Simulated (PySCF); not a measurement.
methylamine (CH₅N), SMILES NC. The structure is a stationary point at B3LYP-D3(BJ)/def2-TZVP.

Computed with B3LYP-D3(BJ)/def2-TZVP in PySCF.

Harmonic wavenumbers (cm⁻¹): 303, 830, 976, 1057, 1169, 1347, 1460, 1497, 1518, 1666, 2965, 3059, 3094, 3490, 3565. Rotational constants (GHz): 104.0, 22.79, 21.88; symmetry number 1.

Q: Work out the zero-point energy and the ideal-gas rigid-rotor harmonic-oscillator thermochemistry at 298.15 K and 1 atm.

A: ZPE = ½ Σ hcν = ½ × 27994 cm⁻¹ = 167.44 kJ/mol. H − E(el) = 178.94 kJ/mol. Entropy in J/(mol K): translation 151.60, rotation 81.03, vibration 7.85, total 240.48. G − E(el) = 107.24 kJ/mol. Cp = 48.41 J/(mol K).
